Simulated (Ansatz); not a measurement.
Species: C3H6O, SMILES `CC(C)=O` (charge 0, multiplicity 1).

Q: Give a relaxed geometry from PBE-D3(BJ)/def2-TZVP (Ansatz, a program for electronic structure).

A: the end point of this relaxation (outside a Z-matrix the atoms follow the SMILES, hydrogens last).
Cartesian coordinates (Å) in one orientation:
```xyz
10

C     -1.271    -0.250    -0.074
C     -0.011     0.284     0.580
C      1.276     0.115    -0.203
O     -0.033     0.820     1.675
H     -2.135    -0.080     0.577
H     -1.166    -1.327    -0.282
H     -1.433     0.242    -1.046
H      2.117     0.537     0.359
H      1.195     0.610    -1.183
H      1.462    -0.952    -0.405
```
